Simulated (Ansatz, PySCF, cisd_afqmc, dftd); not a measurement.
Reaction: H2O (oxidane, SMILES O) → H2O+ (parent SMILES O, doublet) + e-
Each species at its own B3LYP-D3(BJ)/def2-TZVP minimum (Ansatz, a first-principles code).

Quantity: adiabatic ionisation energy (0 K, zero-point energies from PySCF's Hessians at B3LYP-D3(BJ)/def2-TZVP), in eV. Radicals and triplets start from unrestricted determinants; spin-orbit coupling is neglected. Cores are frozen in correlated methods. Rows without X2C or -DK are non-relativistic. AFQMC is phaseless with a CISD trial state; ± is one standard error, without the phaseless bias. Outlying blocks are dropped, and bars are widened where a walk drifts. Over all cases where full CI ran beside it in this data, AFQMC minus full CI had a median of +0.1 mEh and passed +0.4 mEh in a tenth of the cases. CBS(X,Y): correlation extrapolated as X^-3, Hartree-Fock from the larger set (Q,5: extrapolated as (X+1)exp(-9√X)). A bracket is a step between two methods taken in the basis named. The functionals are non-relativistic, so their misses hold any scalar relativity. '+ core + X2C': CCSD(T) terms for core correlation (cc-pwCVTZ) and scalar relativity (cc-pVTZ-DK). Full CI freezes restricted core orbitals, also for open shells; the composite that ends in it estimates full CI at the basis-set limit.

Measured: 12.62 eV (CCCBDB table in ASE).

| level | program | adiabatic ionisation energy (eV) | error against that value |
|---|---|---|---|
| HF/CBS(cc-pVQZ,cc-pV5Z) | Ansatz | 10.87 | -1.75 |
| PBE0-D3(BJ)/def2-TZVPD | Ansatz + dftd3 | 12.41 | -0.21 |
| MP2/cc-pVTZ | Ansatz | 12.50 | -0.12 |
| CCSD(T)/CBS(cc-pVTZ,cc-pVQZ) + core + X2C | Ansatz | 12.60 | -0.02 |
| CCSDT(Q)/cc-pVQZ | Ansatz | 12.49 | -0.13 |
| FCI/cc-pVDZ | Ansatz | 11.77 | -0.85 |
| CCSD(T)/CBS(cc-pVQZ,cc-pV5Z) + [AFQMC/CISD - CCSD(T)]/cc-pVTZ + core + X2C | Ansatz + cisd_afqmc | 12.63 ± 0.02 | 0.01 |
| CCSD(T)/CBS(cc-pVQZ,cc-pV5Z) + [CCSDT(Q) - CCSD(T)]/cc-pVQZ + [FCI - CCSDT(Q)]/cc-pVDZ + core + X2C | Ansatz | 12.63 | 0.01 |
